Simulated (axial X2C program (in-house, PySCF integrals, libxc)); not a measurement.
**Worked dissociation energy of MgO⁺: BHandHLYP, scalar-relativistic**

All values were computed with an axial X2C code built on PySCF integrals. Spin-free means the one-electron spin-free X2C Hamiltonian. Basis: Mg dyall-cv3z [9s8p6d3f], O dyall-av3z [7s6p3d2f] (cores contracted in-house); Gaussian nuclei, density fitting, unrestricted open shells. Masses: Mg 23.985 u, O 15.995 u.

Molecular state: M_S = 1/2, Λ = 1 (beyond evenly filled blocks: π+α, π+β, π-α).

```
E(Mg+) (2M_S = 1, M_L = 0) : -200.112584 hartree
E(O) (2M_S = 2, M_L = 0)   : -75.133719 hartree
E(MgO⁺) at Re              : -275.313277 hartree
ωe                         : 768.3 cm⁻¹
```

(1) Work out De and D0.

The state is a single determinant with fixed occupations, the lowest that a limited PBE0 search found. Dissociation energies refer to the lowest single-determinant-based atoms at the same level and basis. Without a current term, density functionals place determinants with orbital angular momentum somewhat too high. The determinant is spin-polarised beyond a pure state at some levels (its spin-free form has ⟨S²⟩ too high), which makes Re and μ there less reliable.

Each atomic determinant is the lowest at this level and need not be a pure term. Totals compare only within one Hamiltonian and basis.

## Answers

(1) De = -200.112584 + (-75.133719) − (-275.313277) = 0.06697 hartree = 1.822 eV. The zero-point energy is ωe/2 = 384 cm⁻¹ = 0.048 eV, so D0 = 1.775 eV.
